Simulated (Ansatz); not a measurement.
# Counterpoise correction, worked out

The pair of H₂O (SMILES O, atoms 1–3) and PH₃ (SMILES P, atoms 4–7), both closed shells, in one local arrangement (a lower one may exist), relaxed at PBE0-D4/def2-TZVP:

```tsv
atom	x (Å)	y (Å)	z (Å)
O1	0.1872	-0.0265	-2.4263
H2	-0.4715	0.5877	-2.7567
H3	0.0822	-0.0119	-1.4672
P4	0.0027	-0.0789	1.1020
H5	-1.0191	-0.6659	1.8888
H6	0.1759	1.0321	1.9643
H7	1.0424	-0.8366	1.6951
```

Program: Ansatz 0.2.0. Basis: def2-TZVPPD. Cores are frozen in the correlated methods.

MP2 total energies in eV:

| system | geometry | basis functions | energy |
| --- | --- | --- | --- |
| pair | pair | all | -11401.20867 |
| H₂O | as in the pair | all (partner as ghosts) | -2076.97410 |
| PH₃ | as in the pair | all (partner as ghosts) | -9324.13480 |
| H₂O | as in the pair | its own | -2076.96902 |
| PH₃ | as in the pair | its own | -9324.12455 |
| H₂O | free (PBE0-D4 minimum) | its own | -2076.96972 |
| PH₃ | free (PBE0-D4 minimum) | its own | -9324.12329 |

(1) Work out the interaction energy with and without the counterpoise correction, the superposition error, and the binding energy from the relaxed fragments.

No T1 diagnostic of these runs exceeds 0.014.

Answers

(1) Without correction: -11401.20867 − (-2076.96902) − (-9324.12455) = -0.11510 eV.
With correction (each fragment in the whole basis): -11401.20867 − (-2076.97410) − (-9324.13480) = -0.09977 eV = -2.30 kcal/mol.
The superposition error is the difference, 0.01533 eV, 13 % of the uncorrected value: each fragment borrows its partner's functions.
Deformation from the free shapes: 0.00070 eV for H₂O and -0.00126 eV for PH₃ (a small negative value is possible, since the free shapes are minima of another method).
Binding energy from relaxed fragments: -0.09977 + 0.00070 + (-0.00126) = -0.10033 eV = -2.31 kcal/mol (electronic, without zero-point energy; negative means bound). For comparison, the corrected interaction energy by CCSD(T) at an estimated basis limit (MP2 extrapolated from triple and quadruple zeta, plus CCSD(T) − MP2 in triple zeta) is -0.106 eV.

For scale, one of the runs: CCSD(T)/def2-TZVPPD, 173 basis functions, launched by `ansatz run in.yaml --threads 2 --pin off --events-out ev --progress --plain --max-ram 5222MiB`. Time: 18 s of wall clock on 2 CPU threads of an Arm Neoverse V2; the host was shared. Peak host memory: 1.4 GiB.
